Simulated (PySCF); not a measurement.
## Working out the ionisation energy of O

O [He] 2s2 2p4 (3P) → O⁺ [He] 2s2 2p3 (4S). Calculation: PySCF 2.14, in x2c-SVPall (3s2p1d, 14 functions); scalar relativity by spin-free X2C-1e. Frozen: 1s2. Energies in hartree (1 hartree = 27.21139 eV):

```tsv
part	O (lower)	O⁺ (upper)
UHF	-74.771721	-74.328093
CCSD correlation	-0.116619	-0.083925
(T)	-0.000831	-0.000568
```

Problem. What does Hartree-Fock give?

Solution. (-74.328093) − (-74.771721) = 0.443628 hartree = 12.072 eV.

Problem. What do CCSD and CCSD(T) give?

Solution. The CCSD correlation energies differ by 0.032694 hartree = 0.890 eV and the triples by 0.000263 hartree = 0.007 eV, so CCSD gives 12.962 eV and CCSD(T) 12.969 eV.

Measured between the centres of the two terms (NIST): 13.608 eV, so CCSD(T) (valence) is off by -0.639 eV.

A double-zeta basis recovers only part of the correlation energy.

What remains against the reference includes basis incompleteness, the frozen core and higher excitations.
